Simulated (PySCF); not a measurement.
# Vibration and rotation of CCl⁻

UHF-CCSD(T) constants of CCl⁻, ³Σ⁻ (triplet), unpaired electrons π ↑↑ (PySCF, no relativity, basis sets C aug-pcseg-1, Cl aug-pcseg-1; masses 12.0000 and 34.9689 u):

- ωe: 415.3 cm⁻¹
- ωexe: 4.66 cm⁻¹
- Be: 0.49425 cm⁻¹
- αe: 0.00875 cm⁻¹
- De to C + Cl⁻: 1.34 eV

(1) What force constant and bond length do these constants imply?

(2) Estimate the centrifugal constant D from the Kratzer relation and find the Dunham coefficient a1.

Correlated steps freeze 6 core orbitals. Correlated levels converge slowly with the basis: in double zeta they bind strong bonds too weakly, by up to about 1 eV, and carry superposition errors of some tenths. For an ion De counts to the pair picked by the measured ionisation energies or electron affinities, which need not be the lowest pair at this level. The state was picked by a PBE0 search and need not be the measured ground state.

## Answers

(1) Reduced mass μred = 8.9341 u; k = 5.8918×10⁻⁷·μred·ωe² (u, cm⁻¹, mdyn/Å) = 0.908 mdyn/Å; Re = √(16.8576/(μred·Be)) (u, cm⁻¹, Å) = 1.954 Å.

(2) D = 4Be³/ωe² = 2.8e-06 cm⁻¹; a1 = −1 − αeωe/(6Be²) = -3.48.
